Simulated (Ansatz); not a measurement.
System: 1T (CdI2-type) PdTe2. Method: PBEsol (Ansatz, a program for electronic structure, plane waves, PAW).

Predict the interlayer binding energy, layer repeat distance and gap between the layers.


- interlayer binding energy = 34.7 meV/Å²
- layer repeat distance = 5.066 Å
- gap between the layers = 2.358 Å

Note: the cell comes from a level without a dispersion term, which matters for the spacing of layers, chains or molecules.

Spin–orbit coupling is not included.
